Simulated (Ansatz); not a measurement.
Ansatz (a quantum-chemistry and plane-wave program) input (CCSD(T)/6-31G):

Ansatz 0.2 input:
```yaml
crystal:
  periodic: [false, false, false]
  atoms:
    - {symbol: O, position_ang: [-1.04654174, -0.38868140, -0.00062933]}
    - {symbol: C, position_ang: [-0.01375265, 0.43909737, 0.00455308]}
    - {symbol: O, position_ang: [1.14788679, 0.22368781, -0.00139048]}
    - {symbol: H, position_ang: [-0.72824441, -1.31463559, -0.01116004]}
basis:
  gaussian:
    orbitals: 6-31G
magnetization: {spin_polarized: true, initial_magnetization: 1}
correlation: {method: ccsd_t, electrons: outside_noble_gas}
```

End of the output:

```
integrals: 0.01 GiB planned
310 factors; integrals over basis functions are off by at most 2.6e-4 eV
mean field: 0.05 GiB planned
mean field evaluation 1: about -5113.5777 eV, gradient 2.5e1 eV
mean field evaluation 2: about -5113.5935 eV, gradient 2.5e1 eV
mean field evaluation 4: about -5116.3350 eV, gradient 2.9e0 eV
mean field evaluation 8: about -5116.4331 eV, gradient 2.5e-1 eV
mean field evaluation 16: about -5113.5769 eV, gradient 2.5e1 eV
mean field -5116.43759446 eV, -188.0256135503 hartree, gradient 3.9e-6 eV, S^2 0.769203; 0 other end points of the search recorded, 0 dependent functions left out
3 core orbitals not correlated
reference -5116.43759446 eV, -188.0256135503 hartree; 9, 8 occupied and 17, 18 virtual orbitals, 310 factors
second order -8.79795212 eV of doubles, -0.00000000 eV of singles
coupled cluster: 0.06 GiB planned
cycle   1  -8.40340257 eV  change    3.9e-1 eV  update   1.1e-1
cycle   2  -8.76650271 eV  change   -3.6e-1 eV  update   3.5e-2
cycle   3  -8.88643610 eV  change   -1.2e-1 eV  update   2.2e-2
cycle   4  -8.88860349 eV  change   -2.2e-3 eV  update   7.3e-3
cycle   5  -8.88882376 eV  change   -2.2e-4 eV  update   3.9e-3
cycle   6  -8.88953414 eV  change   -7.1e-4 eV  update   1.4e-3
cycle   7  -8.88953914 eV  change   -5.0e-6 eV  update   5.3e-4
cycle   8  -8.88977734 eV  change   -2.4e-4 eV  update   1.9e-4
cycle   9  -8.88982601 eV  change   -4.9e-5 eV  update   8.0e-5
cycle  10  -8.88978275 eV  change    4.3e-5 eV  update   3.2e-5
cycle  11  -8.88979615 eV  change   -1.3e-5 eV  update   1.2e-5
perturbative correction -0.27491006 eV, -0.0101027582 hartree
Total energy: -5125.60230066 eV, -188.3624102914 hartree
```

It need not be the lowest isomer of its formula.
